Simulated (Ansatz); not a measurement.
# NO (charge +1): a ladder of basis sets

Program: Ansatz 0.2.0, Python API.

The cells in order, each with its output:

```python
import ansatz

FUNCTIONAL = "hf"
CHARGE = 1
```

```python
system = (
    ansatz.Crystal.molecule()
    .atom("N", [0.5505, 0.0, 0.0])
    .atom("O", [-0.5505, 0.0, 0.0])
)
```

```python
base = system.calculation().functional(FUNCTIONAL).charge(CHARGE)
```

```python
energies = {}
for basis in ["cc-pVDZ", "cc-pVTZ", "cc-pVQZ"]:
    rep = base.basis(gaussian=basis).run(threads=1, pin="off").report
    size = rep["n_frozen"] + rep["n_occupied"][0] + rep["n_virtual"][0]
    energies[basis] = (rep["reference_energy_ev"] / 27.211386246, rep["free_energy_ev"] / 27.211386246)
    print(f"{basis:14s} {size:4d} orbitals  reference {energies[basis][0]:14.6f} Ha  total {energies[basis][1]:14.6f} Ha")

last = energies["cc-pVQZ"][1]
for basis, (_, total) in energies.items():
    print(f"{basis:14s} lies {27.211386 * (total - last):9.4f} eV above cc-pVQZ")
```

    cc-pVDZ          28 orbitals  reference    -128.914222 Ha  total    -128.914222 Ha
    cc-pVTZ          60 orbitals  reference    -128.951328 Ha  total    -128.951328 Ha
    cc-pVQZ         110 orbitals  reference    -128.961018 Ha  total    -128.961018 Ha
    cc-pVDZ        lies    1.2734 eV above cc-pVQZ
    cc-pVTZ        lies    0.2637 eV above cc-pVQZ
    cc-pVQZ        lies    0.0000 eV above cc-pVQZ

Against cc-pVDZ: cc-pVTZ -37.1 mHa and cc-pVQZ -46.8 mHa. The last step alone is -9.69 mHa.

Notes:
- The drop along the ladder measures the basis error, and is no property of the molecule.
- The geometry is a force-field or estimated start, not a minimum of this method, and the last set is no limit. Much of the fall in a total is atomic energy, which cancels in bond and reaction energies.
- Finished in 0.9 s on 1 thread of Intel(R) Xeon(R) Processor @ 2.30GHz, on a shared host, peak memory 0.21 GiB.
